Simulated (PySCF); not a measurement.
Species: C₃H₃F₃.
Numbering: `[F:1]/[CH:2]=[C:3](/[F:4])[CH2:5][F:6]` (hydrogens: H7 on C2; H8, H9 on C5)

Geometry (PBE0-D3(BJ)/def2-SVP, Å), atoms numbered from 1 in this order:
```xyz
9
C3H3F3 angstrom
F      1.111   -1.758    0.142
C      1.330   -0.458   -0.017
C      0.324    0.416   -0.074
F      0.609    1.711   -0.226
C     -1.122    0.095   -0.001
F     -1.692    0.625    1.128
H      2.382   -0.174   -0.100
H     -1.633    0.525   -0.880
H     -1.253   -0.998   -0.006
```

Computed with core-valence-separated Tamm–Dancoff BHandHLYP/aug-pcX-1 (pcseg-1 on H) in PySCF, non-relativistic, gas phase, PBE0-D3(BJ)/def2-SVP geometry. BHandHLYP without relativity tends to put these K edges a few eV too low, so spacings mean more than positions.

The lowest roots of each edge with f over 0.003 (five at most, numbered afresh; weaker and dark ones are left out), with transition dipoles (au) in the frame of the coordinates:

```json
{"root": "1", "edge": "C", "E (eV)": "284.85", "f": "0.0621", "μx": "-0.0051", "μy": "-0.0097", "μz": "-0.0937"}
{"root": "2", "edge": "C", "E (eV)": "284.94", "f": "0.0665", "μx": "0.0037", "μy": "0.0116", "μz": "0.0969"}
{"root": "3", "edge": "C", "E (eV)": "286.57", "f": "0.0387", "μx": "0.0232", "μy": "-0.0292", "μz": "-0.0642"}
{"root": "4", "edge": "C", "E (eV)": "287.46", "f": "0.0383", "μx": "-0.0325", "μy": "-0.0658", "μz": "0.0078"}
{"root": "5", "edge": "C", "E (eV)": "287.70", "f": "0.0516", "μx": "-0.0266", "μy": "-0.0800", "μz": "0.0148"}
{"root": "6", "edge": "F", "E (eV)": "684.59", "f": "0.0277", "μx": "-0.0187", "μy": "0.0147", "μz": "0.0329"}
{"root": "7", "edge": "F", "E (eV)": "686.05", "f": "0.0185", "μx": "0.0055", "μy": "0.0278", "μz": "-0.0171"}
{"root": "8", "edge": "F", "E (eV)": "686.18", "f": "0.0134", "μx": "0.0037", "μy": "0.0218", "μz": "0.0175"}
{"root": "9", "edge": "F", "E (eV)": "686.23", "f": "0.0227", "μx": "0.0045", "μy": "0.0328", "μz": "-0.0159"}
{"root": "10", "edge": "F", "E (eV)": "686.26", "f": "0.0179", "μx": "-0.0033", "μy": "-0.0301", "μz": "-0.0122"}
```

Task: Molecules are fixed in this frame and the field points along x. What effective strengths 3 f cos²θ do the roots have (θ between field and μ)?

Result: root 1 (C2): 0.001, root 2 (C3): 0.000, root 3 (C5): 0.011, root 4 (C2): 0.022, root 5 (C3): 0.015, root 6 (F6): 0.018, root 7 (F4): 0.002, root 8 (F1): 0.001, root 9 (F1): 0.001, root 10 (F4): 0.001. Root 4 is the strongest. Averaged over all orientations cos²θ is 1/3, which gives f back.

One conformer stands for the species.
